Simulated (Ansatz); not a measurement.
# Worked example: correlation energy of GaH3, triplet

Geometry: a point of a stretch scan, not a stationary point.

```yaml
atoms:
  - { symbol: Ga, position_ang: [-0.0092, 0.0334, -0.0888] }
  - { symbol: H, position_ang: [-0.0092, -1.4720, -0.5846] }
  - { symbol: H, position_ang: [1.0614, -0.6212, 4.9204] }
  - { symbol: H, position_ang: [-0.4146, -0.2145, 1.8081] }
```

Basis cc-pVDZ; Ansatz 0.2.0. Correlated methods freeze the noble-gas cores and the filled d shells of p-block atoms, which leaves 6 electrons in 28 orbitals. R marks a restricted (for open shells ROHF) determinant. No spin–orbit coupling is included, and no scalar relativity.

Full CI is exact within this basis and frozen core; it isn't the basis-set limit.

Runs differ by some tens of microhartree through their thresholds and, for an open shell, their frozen cores, so steps under 0.03 kcal/mol mean nothing.

```json
{"level": "RHF", "total energy (hartree)": "-1924.797812"}
{"level": "RMP2", "total energy (hartree)": "-1924.856222"}
{"level": "RCCSD", "total energy (hartree)": "-1924.877908"}
{"level": "RCCSD(T)", "total energy (hartree)": "-1924.879469"}
{"level": "RCCSDT", "total energy (hartree)": "-1924.880107"}
{"level": "RCCSDT(Q)", "total energy (hartree)": "-1924.880130"}
{"level": "full CI", "total energy (hartree)": "-1924.880101"}
```

Task: What is the correlation energy at full CI, and what share of it do RMP2 and RCCSD recover?

Result: E(corr) = -1924.880101 − (-1924.797812) = -0.082289 hartree = -2.239 eV. RMP2: -0.058410 / -0.082289 = 70.98 %. RCCSD: -0.080096 / -0.082289 = 97.34 %.

Task: By how many kcal/mol does RCCSD(T) miss full CI (1 hartree = 627.509 kcal/mol), and which steps make up the rest?

Result: -1924.879469 − (-1924.880101) = 0.000632 hartree = 0.40 kcal/mol. Steps: RCCSDT − RCCSD(T) = -0.40, RCCSDT(Q) − RCCSDT = -0.01, full CI − RCCSDT(Q) = 0.02 kcal/mol. That is within 1 kcal/mol of the reference in this basis, which itself misses far more of the correlation at the basis-set limit.
